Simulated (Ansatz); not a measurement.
A nudged elastic band was laid between two geometries of C2H4FS (8 atoms, charge 1, multiplicity 1).

All numbers below come from RKS PBE/def2-SVP (Ansatz 0.2.0).

| Item | Value |
| --- | --- |
| movable images | 5 |
| climbing image | yes |
| spring | 5.0 eV/Å² |
| optimiser | quadratic models (default) |
| start path | IDPP |
| force threshold | 0.05 eV/Å |
| iteration limit | 60 |
| end points | relaxed |

First end point:

```xyz
8
Properties=species:S:1:pos:R:3
F -1.457 0.605 -0.006
C -0.116 0.813 -0.087
C 0.668 -0.431 0.020
S 0.026 -1.939 0.218
H 0.159 1.314 -1.054
H 0.235 1.514 0.717
H 1.773 -0.365 -0.034
H -1.288 -1.511 0.226
```

Last end point:

```xyz
8
Properties=species:S:1:pos:R:3
F 0.758 1.872 -0.237
C -0.111 0.850 -0.089
C 0.593 -0.451 0.026
S -0.010 -1.979 0.219
H -0.753 0.999 0.821
H -0.825 0.803 -0.956
H 1.703 -0.416 -0.023
H -1.355 -1.678 0.240
```

Problem. Which bonds break or form, and what moves?

Solution. No bond is made or broken. The dihedral F1–C2–C3–S4 goes from 0 to 180°.

Problem. What energy profile does the band end with?

Solution. The forces met the threshold. The highest image is number 3 of 0 to 6, 0.58 eV above the first end and 0.24 eV above the last; the last end lies 0.34 eV above the first. A vibrational analysis at the climbing image gives one clearly imaginary mode, 179i cm⁻¹: a first-order saddle point. Limits of this set-up: the dipole of an ion depends on the origin.

```
image  path coordinate (Å)  energy (eV)  dihedral F1–C2–C3–S4 (°)
    0                 0.00         0.00                         0
    1                 0.74         0.15                        25
    2                 1.47         0.46                        51
    3                 2.21         0.58                        77
    4                 3.11         0.50                       113
    5                 4.01         0.37                       152
    6                 4.92         0.34                       180
```

Problem. What is the geometry of the highest image?

Solution. 
```xyz
8
Properties=species:S:1:pos:R:3:forces:R:3
F -1.208 0.641 1.012 0.00 0.00 0.00
C -0.168 0.857 0.134 0.01 -0.02 0.01
C 0.616 -0.441 0.192 -0.01 0.00 0.00
S 0.222 -1.865 -0.532 0.00 0.00 0.00
H -0.552 1.061 -0.890 -0.01 0.00 -0.01
H 0.464 1.703 0.476 0.00 0.01 0.00
H 1.492 -0.522 0.869 0.00 0.00 0.00
H -0.867 -1.434 -1.261 0.00 0.00 0.00
```

Problem. What are the harmonic wavenumbers there?

Solution. 179i, 208, 363, 603, 793, 906, 934, 1048, 1077, 1103, 1194, 1328, 1348, 1435, 2510, 2983, 3066, 3086 cm⁻¹.

Time of the run: 89 s on 1 thread of Arm Neoverse V1 (shared host), peak memory 0.25 GiB.
